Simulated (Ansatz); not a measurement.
Input for Ansatz (a quantum-chemistry and plane-wave program): R-CCSD(T)/aug-cc-pVDZ on CH2O2 (SMILES O=CO).

Ansatz 0.2 input:
```yaml
crystal:
  periodic: [false, false, false]
  atoms:
    - {symbol: C, position_ang: [-1.88889600, -0.17969200, 0.00000000]}
    - {symbol: O, position_ang: [-1.49328000, 1.07368900, 0.00000000]}
    - {symbol: O, position_ang: [-1.17043500, -1.16659000, 0.00000000]}
    - {symbol: H, position_ang: [-2.97948800, -0.25882900, 0.00000000]}
    - {symbol: H, position_ang: [-0.49883300, 1.10719500, 0.00000000]}
basis:
  gaussian:
    orbitals: aug-cc-pVDZ
magnetization: {spin_polarized: false}
correlation: {method: ccsd_t, electrons: outside_noble_gas}
scf: {lower_state_search: off}
```

It printed:

```
WARN ansatz: RAYON_NUM_THREADS=6 ignored (pool sized by the plan → 6); use --threads N
Functional definition: HF
these checks for a lower state are left out or cut short: stability, starts, cluster_reference, orbital_swaps, neighbouring_geometries, increment
integrals: 0.09 GiB planned
844 factors; integrals over basis functions are off by at most 8.0e-4 eV
mean field: 0.16 GiB planned
mean field evaluation 1: about -5134.3263 eV, gradient 3.9e1 eV
mean field evaluation 2: about -5134.3277 eV, gradient 4.0e1 eV
mean field evaluation 4: about -5137.3052 eV, gradient 3.6e0 eV
mean field evaluation 8: about -5137.3514 eV, gradient 4.2e-1 eV
mean field -5137.35302849 eV, -188.7942415740 hartree, gradient 1.2e-6 eV, S^2 0.000000; 0 other end points of the search recorded, 0 dependent functions left out
3 core orbitals not correlated
reference -5137.35302849 eV, -188.7942415740 hartree; 9, 9 occupied and 75, 75 virtual orbitals, 844 factors
second order -14.42905482 eV of doubles, -0.00000000 eV of singles
coupled cluster: 0.27 GiB planned
cycle   1  -14.19548431 eV  change    2.3e-1 eV  update   1.1e-1
cycle   2  -14.60376619 eV  change   -4.1e-1 eV  update   3.2e-2
cycle   3  -14.71603303 eV  change   -1.1e-1 eV  update   1.8e-2
cycle   4  -14.70606218 eV  change    1.0e-2 eV  update   4.3e-3
cycle   5  -14.70321989 eV  change    2.8e-3 eV  update   1.9e-3
cycle   6  -14.70409417 eV  change   -8.7e-4 eV  update   5.6e-4
cycle   7  -14.70397001 eV  change    1.2e-4 eV  update   2.1e-4
cycle   8  -14.70381656 eV  change    1.5e-4 eV  update   7.2e-5
cycle   9  -14.70382600 eV  change   -9.4e-6 eV  update   2.9e-5
cycle  10  -14.70383977 eV  change   -1.4e-5 eV  update   1.1e-5
perturbative correction -0.52328140 eV, -0.0192302367 hartree
Total energy: -5152.58014966 eV, -189.3538279557 hartree
Checks for a lower state left out: stability, starts, cluster_reference, orbital_swaps, neighbouring_geometries, increment
```

The calculation finished and met its thresholds.

Cost: very roughly 5 core-seconds.
